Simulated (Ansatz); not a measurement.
Abstraction of H: AlH(OH)2 + CHO2 → Al(OH)2 + CH2O2

Gas-phase species: AlH(OH)2, singlet; CHO2 `O=[C]O`, doublet; Al(OH)2, doublet; CH2O2 (formic acid) `O=CO`, singlet. A radical takes H: the energy is the difference in strength between the Al–H bond broken and the C–H bond made.

Shapes, held fixed at every level: PBE0-D4/def2-TZVP. Flexible molecules stand in one conformer, not always the lowest. Programs: Ansatz 0.2.0. The zero-point and thermal change to 298 K, harmonic and unscaled (PBE0-D4/def2-TZVP), is +13.9 kJ/mol.

**Question.** Estimate ΔH(298 K) of this reaction.

**Answer.** The highest level, CCSD(T)/CBS estimate, gives ΔH(298 K) = -58.1 kJ/mol; the levels span -75.3 to -47.3. The column of differences is taken from that level and isn't an error. No measured value is set beside it here. Open shells run unrestricted. The CBS estimate extrapolates MP2 from def2-TZVPP and def2-QZVPP and adds CCSD(T) − MP2 in the triple-zeta set, cores frozen.

```csv
level,kind,ΔH(298 K) (kJ/mol),less CCSD(T)/CBS estimate
HF/def2-SVP,Hartree–Fock,-47.3,+10.8
SPW92/def2-TZVPP,LDA,-75.3,-17.2
B3LYP-D4/def2-TZVPP,global hybrid,-54.2,+3.9
PBE0-D4/def2-TZVPP,global hybrid,-64.6,-6.5
r2SCAN0-D4/def2-TZVPP,global hybrid,-58.5,-0.4
wB97X-V/def2-TZVPP,range-separated hybrid,-50.6,+7.5
CCSD(T)/def2-TZVPP,coupled cluster or CI,-57.1,+1.0
CCSD(T)/CBS estimate,coupled cluster or CI,-58.1,0.0
```
